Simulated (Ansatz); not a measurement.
A nudged elastic band was laid between two geometries of BClH2O + H2 (7 atoms, charge 0, multiplicity 1).

Level of theory: RKS PBE0-D4/def2-SVP (Ansatz 0.2.0).

* movable images: 5
* climbing image: yes
* spring: 5.0 eV/Å²
* optimiser: quadratic models (default)
* start path: through a guess of the saddle point
* force threshold: 0.05 eV/Å
* iteration limit: 60
* end points: relaxed

Initial state:

```xyz
7
Properties=species:S:1:pos:R:3
B -0.043 -0.539 0.138
O -0.052 -0.831 1.443
H -0.932 -0.796 1.840
H 0.998 -0.540 -0.462
Cl -1.545 -0.160 -0.721
H -0.370 2.558 0.648
H 0.115 2.569 1.234
```

Final state:

```xyz
7
Properties=species:S:1:pos:R:3
B 0.026 0.405 -0.039
O -0.091 0.299 1.603
H -0.507 -0.556 1.798
H 0.795 -0.486 -0.318
Cl -1.703 0.085 -0.596
H 0.386 1.547 -0.213
H -0.735 0.967 1.886
```

(1) What changes between the two ends?

(2) What energy profile does the band end with?

(3) What is the geometry of the highest image?

Answers

(1) Bonds broken: H6–H7. Bonds formed: B1–H6, O2–H7. BClH2O + H2 becomes BClH4O.

(2) The run converged. The highest image is number 3 of 0 to 6, 1.71 eV above the first end and 1.04 eV above the last; the last end lies 0.67 eV above the first. Neighbouring images differ by up to 1.3 eV, so the band resolves the path poorly. A vibrational analysis at the climbing image gives one clearly imaginary mode, 1371i cm⁻¹: a first-order saddle point. The orbitals stay closed-shell, which can raise the energy where a bond breaks towards radicals; this wasn't checked here.

| image | path coordinate (Å) | energy (eV) | H6–H7 (Å) | B1–H6 (Å) | O2–H7 (Å) |
| --- | --- | --- | --- | --- | --- |
| 0 | 0.00 | 0.00 | 0.76 | 3.16 | 3.41 |
| 1 | 0.78 | 0.03 | 0.76 | 2.72 | 2.66 |
| 2 | 1.57 | 0.39 | 0.76 | 2.05 | 2.03 |
| 3 | 2.35 | 1.71 | 1.03 | 1.36 | 1.27 |
| 4 | 2.96 | 0.90 | 1.73 | 1.23 | 0.97 |
| 5 | 3.58 | 0.69 | 2.28 | 1.21 | 0.97 |
| 6 | 4.20 | 0.67 | 2.45 | 1.21 | 0.97 |

(3) 
```xyz
7
Properties=species:S:1:pos:R:3:forces:R:3
B -0.062 0.236 0.129 0.02 0.02 0.01
O -0.062 -0.125 1.629 -0.02 -0.01 0.00
H -0.973 -0.330 1.885 0.01 -0.01 0.01
H 0.961 -0.051 -0.432 0.00 0.00 0.00
Cl -1.621 -0.138 -0.684 -0.01 0.00 -0.01
H -0.014 1.582 0.344 0.00 -0.03 0.02
H -0.057 1.089 1.249 0.00 0.03 -0.03
```

Time of the run: 97 s on 1 thread of AMD EPYC 7R43 64-Core Processor (Zen 3), on a shared host, peak memory 0.14 GiB.
